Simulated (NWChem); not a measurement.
# Total energies of CH₃O

SMILES: C[O]
```xyz
5

C      0.0733     0.5594     0.0459
O     -0.1151    -0.7753    -0.0895
H      0.6373     0.6891     1.0038
H      0.7096     1.0174    -0.7426
H     -0.8660     1.1399     0.1789
```
Charge 0, spin multiplicity 2.

Everything below was run with NWChem. Structure: optimised with UB3LYP/def2-SVP, a minimum by its harmonic frequencies.

Basis set: cc-pVTZ (102 functions).

```csv
method,total energy (Ha),relative cost
UHF,-114.46438,1
UMP2,-114.83346,under 3
UB2PLYP,-115.00356,under 3
UPBE,-114.95670,under 3
UB3LYP,-115.09907,0.3
UPBE0,-114.96322,0.3
```

Total energies of different functionals aren't comparable as a measure of quality: only differences taken within one method are. Costs are rough ratios of processor time within this set of runs, SCF included, with UHF as 1.

The correlated methods keep 2 core orbitals frozen. B3LYP has NWChem's definition, with VWN1-RPA local correlation. The structure started from a generated list of species. The stability of the SCF solutions was not checked. Open-shell Hartree-Fock references start from PBE0 orbitals; any time given for them includes that run.
